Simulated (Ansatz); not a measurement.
Total energies of C₄H₅NS (`Cc1nccs1`).

Z-matrix (Å, degrees):
```
C
C 1 1.487
H 1 1.092 2 111.7
H 1 1.093 2 111.2 3 -120.4
H 1 1.089 2 108.6 3 120.3
N 2 1.298 1 124.3 3 -131.1
S 2 1.730 1 122.1 3 49.6
C 6 1.364 2 111.3 1 -179.2
C 7 1.707 2 89.9 1 179.2
H 8 1.082 6 119.4 2 -179.9
H 9 1.079 7 121.9 2 179.8
```

Charge 0, multiplicity 1. All single points use the PBE0-D4/def2-TZVP geometry. Basis def2-TZVPP, Ansatz 0.2.0.

RPA on PBE orbitals: Hartree–Fock energy of these orbitals -606.37872 Eh, correlation -1.62129 Eh (frozen core).

```tsv
functional	energy without D4 (Eh)	D4 term (kJ/mol)
PBE	-608.03520	-28.4
LC-ωPBE	-608.20176	–
```

Problem. Give the same for LDA (SPW92), revPBE, BLYP, r2SCAN, B97M-V, PBE0, B3LYP, r2SCANh, r2SCAN0, HSE06 (plane-wave form), BHLYP, CAM-B3LYP, ωB97X-V, ωB97M-V, B2PLYP, PBE-QIDH. (Estimate.)

Solution. The calculation gave: 
```json
{"functional": "LDA (SPW92)", "energy without D4 (Eh)": "-605.23162", "D4 term (kJ/mol)": "–"}
{"functional": "revPBE", "energy without D4 (Eh)": "-608.34013", "D4 term (kJ/mol)": "-93.5"}
{"functional": "BLYP", "energy without D4 (Eh)": "-608.38206", "D4 term (kJ/mol)": "-63.9"}
{"functional": "r2SCAN", "energy without D4 (Eh)": "-608.32139", "D4 term (kJ/mol)": "-6.9"}
{"functional": "B97M-V", "energy without D4 (Eh)": "-608.36671", "D4 term (kJ/mol)": "–"}
{"functional": "PBE0", "energy without D4 (Eh)": "-608.08046", "D4 term (kJ/mol)": "-23.8"}
{"functional": "B3LYP", "energy without D4 (Eh)": "-608.48547", "D4 term (kJ/mol)": "-46.0"}
{"functional": "r2SCANh", "energy without D4 (Eh)": "-608.30783", "D4 term (kJ/mol)": "-7.3"}
{"functional": "r2SCAN0", "energy without D4 (Eh)": "-608.28883", "D4 term (kJ/mol)": "-8.0"}
{"functional": "HSE06 (plane-wave form)", "energy without D4 (Eh)": "-608.06174", "D4 term (kJ/mol)": "-22.1"}
{"functional": "BHLYP", "energy without D4 (Eh)": "-608.32945", "D4 term (kJ/mol)": "-33.5"}
{"functional": "CAM-B3LYP", "energy without D4 (Eh)": "-608.36163", "D4 term (kJ/mol)": "-23.9"}
{"functional": "ωB97X-V", "energy without D4 (Eh)": "-608.34336", "D4 term (kJ/mol)": "–"}
{"functional": "ωB97M-V", "energy without D4 (Eh)": "-608.36254", "D4 term (kJ/mol)": "–"}
{"functional": "B2PLYP", "energy without D4 (Eh)": "-608.16040", "D4 term (kJ/mol)": "–"}
{"functional": "PBE-QIDH", "energy without D4 (Eh)": "-607.95969", "D4 term (kJ/mol)": "–"}
```

B3LYP takes the VWN-RPA correlation (the form of Gaussian; ORCA's B3LYP/G). HSE06 is the plane-wave form, built on full-range PBE exchange. The double hybrids freeze the cores in their second-order part.

LC-ωPBE has ω = 0.4 bohr⁻¹.
